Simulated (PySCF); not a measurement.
Compound: cyanide anion, CN (charge -1).
Geometry (PBE0-D3(BJ)/def2-TZVP, Å), atoms numbered from 1 in this order:
```xyz
2
CN angstrom
C     -0.529   -0.237    0.057
N      0.546    0.208   -0.069
```

Level: wB97X-D/pcSseg-2 in PySCF, non-relativistic, on one gas-phase PBE0-D3(BJ)/def2-TZVP geometry that isn't relaxed in the solvent. The solvent is an IEF-PCM continuum (Bondi radii, 1.10 Å for H, scaled by 1.2). Specific hydrogen bonds and non-electrostatic terms are outside this model.

Gas phase at wB97X-D/pcSseg-2: HOMO -3.28 eV, LUMO 9.52 eV.

Q: What does the continuum do to the energy and the frontier levels at wB97X-D/pcSseg-2 in chloroform?

A: 
```tsv
solvent	ε	E(solvent) − E(gas) (kcal/mol)	polarisation term (kcal/mol)	distortion of the solute (kcal/mol)	HOMO (eV)	LUMO (eV)
chloroform	4.711	-55.56	-55.70	0.14	-8.09	4.91
```

The polarisation term is half the interaction of the solute with the surface charges that it induces; the rest is the cost of distorting the solute's density. The sum is the electrostatic part of solvation alone.

Q: Which radius a makes Born's formula ΔE = −(q²/2a)(1 − 1/ε) give the value in chloroform?

A: a = q²(1 − 1/ε)/(2|ΔE|) = 2.35 Å, with q = -1 e and |ΔE| = 0.0885 Eh; the farthest nucleus lies 0.58 Å from the centroid of the nuclei. The formula assumes a point charge at the centre of a sphere.

The pairwise dispersion term of wB97X-D wasn't added to the energies; at a given geometry it leaves orbitals and properties as they are.
